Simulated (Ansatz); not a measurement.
# AlHCl (quartet): the correlation ladder, cc-pVDZ

The task here is to estimate one member of a computed series from the others.

The runs use Ansatz 0.2.0, Gaussian basis; cc-pVDZ, core rule «outside noble gas», up to 10 orbitals frozen.

To be run: UHF; CCSD(T) on ROHF; CCSD(T) on UHF; BCCD(T) on ROHF; CISD; CCSDT(Q) on ROHF; CCSDT(Q) on UHF; CCSDTQ on ROHF; CCSDTQ on UHF.

17 further runs of the same task are left out: 11 for a known fault of the program, 1 that didn't finish, 5 set aside as unsound or not needed.

### The system

The geometry is a PBE0/def2-TZVP stationary point (not a proven minimum).

3 atoms, charge 0, spin multiplicity 4.

Atoms are counted from 1 here; the program's logs count them from 0.

Bond lengths: Al1–Cl2 2.197 Å, Al1–H3 1.817 Å. Angles: Cl2–Al1–H3 63.0°.

Geometry (Å):

```xyz
3

Al    0.0000   -0.0502    1.2399
Cl    0.0000   -0.0068   -0.9563
H     0.0000    1.5845    0.4462
```

The first run:

The input, in.yaml:

```yaml
crystal:
  periodic: [false, false, false]
  atoms:
    - {symbol: Al, position_ang: [0.000000, -0.050236, 1.239922]}
    - {symbol: Cl, position_ang: [0.000000, -0.006816, -0.956330]}
    - {symbol: H, position_ang: [0.000000, 1.584516, 0.446218]}
basis:
  gaussian: {orbitals: cc-pVDZ}
magnetization: {spin_polarized: true, initial_magnetization: 3}
hamiltonian: {xc: hf}
output: {orbitals: {seedname: orbitals}}
```

On the command line:

```bash
$ ansatz run in.yaml --threads 1 --pin off --events-out ev --progress --plain --max-ram 4096MiB --backend cpu
```

Steps of the session up to this table: UHF; CCSD(T) on ROHF; CCSD(T) on UHF; BCCD(T) on ROHF; CISD; CCSDT(Q) on ROHF; CCSDT(Q) on UHF; CCSDTQ on ROHF; CCSDTQ on UHF.

One of the session's tables, all rows but one given; the rest of the session is left out.

It belongs to the step «Misses and costs». 

```
   method  from UCCSDTQ (kJ/mol)
     ROHF                 +520.2
      UHF                 +509.4
     RMP2                      ?
     UMP2                  +72.2
     CISD                  +46.5
    RCCSD                  +16.7
    UCCSD                  +16.1
 RCCSD(T)                   +3.4
 UCCSD(T)                   +3.3
  BCCD(T)                   +3.4
   RCCSDT                   +1.2
   UCCSDT                   +1.2
RCCSDT(Q)                   +0.1
UCCSDT(Q)                   -0.1
  RCCSDTQ                   +0.1
  UCCSDTQ                      0
```

Estimate the missing values for RMP2.

The run gave: from UCCSDTQ (kJ/mol): +73.7. In the column «from UCCSDTQ (kJ/mol)» it lies between UMP2 (+72.2) and UHF (+509.4).

Limits of these values: Restricted and unrestricted rows rest on different reference determinants; where their highest levels disagree by more than a few hundredths of an eV, they describe different states and don't form one ladder.
